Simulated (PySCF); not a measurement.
Zinc-blende AlAs, treated with PBE0 (GTH pseudopotentials, Gaussian basis; PySCF).

The same calculation (at the measured cell, 22.677 Å³/atom) with different numerical settings; throughout: k mesh 2×2×2:

```csv
run,basis,gap on the mesh (eV),total energy (eV/atom)
1,DZ,2.939,-113.6336
2,TZ,2.978,-113.7408
3,QZ,2.993,-113.7840
```

In the column total energy (eV/atom) the first row differs from the last by +0.1504 and the next to last by +0.0432.

The last row is no converged limit: other settings stay fixed.

Spin–orbit coupling is not included.
